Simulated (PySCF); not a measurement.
# Frontier orbitals and the lowest excitations

Compound: C5H9P.
Structure used (GFN2-xTB), in Å, numbered top down from 1:
```
atom  x, y, z in Å
C1     2.5488    0.2410    0.9121
C2     1.8784   -0.3862    0.1433
C3     1.0309   -1.1015   -0.7784
P4     0.1085    0.0965   -1.8959
C5    -0.8739    1.0436   -0.6318
C6    -1.6461    0.2153    0.3866
H7     3.1581    0.7651    1.5859
H8     0.3247   -1.7326   -0.2321
H9     1.6436   -1.7360   -1.4269
H10   -0.9097   -0.8244   -2.1973
H11   -1.5625    1.6714   -1.2060
H12   -0.1721    1.7125   -0.1241
H13   -2.2971    0.8625    0.9720
H14   -2.2656   -0.5313   -0.1092
H15   -0.9703   -0.2881    1.0741
```

Computed with TDDFT CAM-B3LYP/def2-SVPD, vertical, gas phase, core orbitals frozen in the response (PySCF).

Frontier orbitals with the atoms that hold most of them (Löwdin shares over 4%, at most four atoms; ? is withheld):

| orbital | ε (eV) | atoms |
| --- | --- | --- |
| HOMO-3 | -10.64 | C5 28%, P4 22%, C6 10%, H10 9% |
| HOMO-2 | -9.35 | C1 40%, C2 39%, C3 8% |
| HOMO-1 | -9.10 | C1 34%, C2 32%, P4 9%, C3 9% |
| HOMO | -8.20 | ? |
| LUMO | 1.15 | ? |
| LUMO+1 | 1.53 | P4 27%, C5 11%, C3 10%, H10 9% |
| LUMO+2 | 1.79 | C1 18%, C2 12%, H9 10%, C3 10% |

Task: Which atoms hold the LUMO, and with what shares?

Result: P4 (bonded to 2 C and H) 12%; C3 (bonded to C, P and 2 H) 12%; C6 (bonded to C and 3 H) 12%; C1 (bonded to C and H) 11%. By element: carbon 35% or more, phosphorus 12%.

Task: Give the leading atoms of the HOMO.

Result: P4 (bonded to 2 C and H) 58%; C3 (bonded to C, P and 2 H) 11%; C5 (bonded to C, P and 2 H) 8%; H10 (bonded to P) 6%. By element: phosphorus 58%, carbon 20% or more, hydrogen 6% or more.

Task: The HOMO–LUMO gap is 9.35 eV. Where does the response calculation put the lowest singlet, and from which orbitals?

Result: S1 is at 6.38 eV (f = 0.011), 2.97 eV below the gap, made of HOMO→LUMO (70%). Without the coupling terms of the response equations the lowest excitation would equal the gap.

Task: One configuration dominates each of S1 and S2. Which, and how do the shares of the two leading atoms of either orbital change from the occupied to the empty one?

Result: 
- S1 (6.38 eV, f 0.011), HOMO→LUMO (70%): P4 58% → 12%, C3 11% → 12%
- S2 (6.46 eV, f 0.079), HOMO→LUMO+1 (73%): P4 58% → 27%, C3 11% → 10%, C5 8% → 11%

One conformer stands for the species.
